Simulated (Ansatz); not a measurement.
Cartesian coordinates (Å):
SMILES: [SiH3]
```xyz
4

Si     0.0016    -0.0007     0.3450
H     -0.5898     1.2814    -0.1095
H      1.4036    -0.1300    -0.1218
H     -0.8154    -1.1506    -0.1138
```
Charge 0, spin multiplicity 2.

Level of theory: frozen-core CCSD(T)/def2-TZVPP // TPSSh-D3(BJ)/def2-TZVP (Ansatz, a quantum-chemistry and plane-wave program).

```
Item                           Result
----------------------  -------------
HF energy               -290.63737 Ha
MP2 correlation energy    -0.11675 Ha
```

Question: Estimate the CCSD correlation energy, the (T) correction, the total energy and the T1 diagnostic.

Answer: 
```
Quantity                        Result
-----------------------  -------------
CCSD correlation energy    -0.14296 Ha
(T) correction             -0.00352 Ha
CCSD(T) total energy     -290.78385 Ha
T1 diagnostic                    0.015
```
